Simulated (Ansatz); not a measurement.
# SiCl+ (triplet): the correlation ladder, def2-TZVPP

The task here is to estimate one member of a computed series from the others.

Program: Ansatz 0.2.0, Gaussian basis. Level of theory: def2-TZVPP, core rule «outside noble gas», up to 10 orbitals frozen. These are calculated values, not measurements.

The runs, in order: UHF; ROHF; CCSD(T) on UHF.

**The geometry**

The geometry is a PBE0/def2-TZVP stationary point (not a proven minimum) of the parent state, kept for this charge and spin.

2 atoms, charge 1, spin multiplicity 3.

Atoms are counted from 1 here; the program's logs count them from 0.

Bond lengths: Si1–Cl2 2.058 Å.

Geometry (Å):

```xyz
2
charge 1, multiplicity 3
Si    0.0000    0.0000    0.0000
Cl    0.0000    0.0000    2.0579
```

Set-up of the first run:

Input file in.yaml:

```yaml
crystal:
  periodic: [false, false, false]
  atoms:
    - {symbol: Si, position_ang: [0.000000, 0.000000, 0.000000]}
    - {symbol: Cl, position_ang: [0.000000, 0.000000, 2.057900]}
basis:
  gaussian: {orbitals: def2-TZVPP}
total_charge: 1
magnetization: {spin_polarized: true, initial_magnetization: 2}
hamiltonian: {xc: hf}
output: {orbitals: {seedname: orbitals}}
```

On the command line:

```sh
> ansatz run in.yaml --threads 1 --pin off --events-out ev --progress --plain --max-ram 3968MiB --backend cpu
```

Steps of the session up to this table: UHF; ROHF; CCSD(T) on UHF.

One table of the session follows, with a row left open; its other results are not shown here.

```
  method  from UCCSD(T) (meV)
    ROHF              +7397.2
     UHF              +7299.0
    UMP2                    ?
   UCCSD               +352.1
UCCSD(T)                    0
```

Estimate the missing values for UMP2.

The run gave: from UCCSD(T) (meV): +1044.8. In the column «from UCCSD(T) (meV)» it lies between UCCSD (+352.1) and UHF (+7299.0).
